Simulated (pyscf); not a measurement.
Structures and frequencies: ωB97X-D3(BJ)/def2-SVP in PySCF.

Q: For the elementary gas-phase step H₂B–NH₂ (SMILES BN) + H₂ (SMILES [H][H]) → BH₃ (SMILES B) + NH₃ (SMILES N) (singlet surface; B–N, H–H broken, B–H, H–N formed), what barrier and reaction energy does ωB97M-D3(BJ)/def2-TZVP give, measured from the separated reactants?

A: ΔE‡ = 38.4 kcal/mol, ΔE = +32.6 kcal/mol. Zero-point energy shifts the barrier by +3.5 kcal/mol. It is a four-centre exchange, with an imaginary mode of 1384i cm⁻¹. On the product side the descent ends in an adduct with a B–N contact, 30.9 kcal/mol under the separated species and 37.5 kcal/mol under the saddle at ωB97X-D3(BJ)/def2-TZVP. What is counted as broken (B–N) persists as a longer contact in the product adduct; parting that adduct is a step of its own. At the saddle there is also a short B–H contact that neither side keeps. One saddle was located; it need not be the lowest between these sides.
